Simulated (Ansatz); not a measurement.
Ansatz (an electronic-structure program) input:

Ansatz 0.2 input:
```yaml
crystal:
  periodic: [false, false, false]
  atoms:
    - {symbol: H, position_ang: [-0.00000000, -0.00000000, -0.37201156]}
    - {symbol: H, position_ang: [0.00000000, 0.00000000, 0.37201156]}
basis:
  gaussian:
    orbitals: aug-cc-pVDZ
magnetization: {spin_polarized: false}
correlation: {method: ccsd_t, electrons: outside_noble_gas}
output: {forces: true}
```

Q: Which total energy does the run end on?

A: -1.16469 Eh (CCSD(T)/aug-cc-pVDZ). The basis has 18 functions.
